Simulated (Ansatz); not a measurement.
**How far a parabola holds: energy against volume of rock-salt MgO**

We consider rock-salt MgO, described by LDA in Ansatz (plane waves, PAW). Run with plane-wave cutoff 520 eV, 14×14×14 k mesh, Fermi–Dirac smearing 0.01 eV, scalar-relativistic PAW data made under PBE. The cell has no free parameter but its volume, all volumes share cutoff and mesh, and the runs aren't spin-polarised. Energies are free energies at the run's smearing, counted from the lowest row; static lattice.

| V (Å³/atom) | E (meV/atom) |
|---|---|
| 8.637 | 8.31 |
| 8.817 | 2.01 |
| 8.996 | 0.00 |
| 9.176 | 1.87 |
| 9.356 | 7.23 |
| 9.536 | ? |

Q: Fit E against V with a parabola, and predict the withheld value at V = 9.536.

A: With u = V - 9.00, the rows have u = -0.36300, -0.18300, -0.00400, 0.17600, 0.35600. Least squares gives E = -0.002 - 0.859·u + 60.111·u². Residuals (row less fit): 0.079, -0.158, -0.002, 0.161, -0.080; standard error 0.179 (degrees of freedom: 2). The fitted curve has its minimum at V = 9.01, where E = -0.01. Its curvature is d²E/dV² = 2 × 60.111 meV/Å⁶, so B = V0·d²E/dV² × 0.1602 = 173 GPa. At the withheld row, u = 0.53600, so E = -0.002 - 0.859 × 0.53600 + 60.111 × 0.53600² = 16.807 meV/atom. The calculation gives 15.75 meV/atom, 1.057 meV/atom below the prediction (6.7 % of the range of E in the table). The row lies outside the fitted rows, so this is an extrapolation. From the scatter of the fitted rows alone, a prediction at this place has a standard error of 0.423 meV/atom, so the miss is 2.5 times that.

The residuals are curvature that a parabola lacks, not noise. A solid that stiffens under compression and softens on expansion lies above the parabola at the compressed end and under it at the expanded end, as this row does. A third-order Birch-Murnaghan fit to the whole scan has B0 = 172 GPa. Only scans are tabulated whose curvature falls smoothly with volume, and where the parabola meets the shown rows within 5 % of their range and misses the end by 0.1 meV or more.

Measured, for comparison: bulk modulus 170 GPa (0 K value with the zero-point phonon effect removed; as tabulated in Mejia-Rodriguez and Trickey (2018), arXiv:1807.09216). Computed less measured: bulk modulus +1.2 %.

Ansatz is a program for electronic structure.
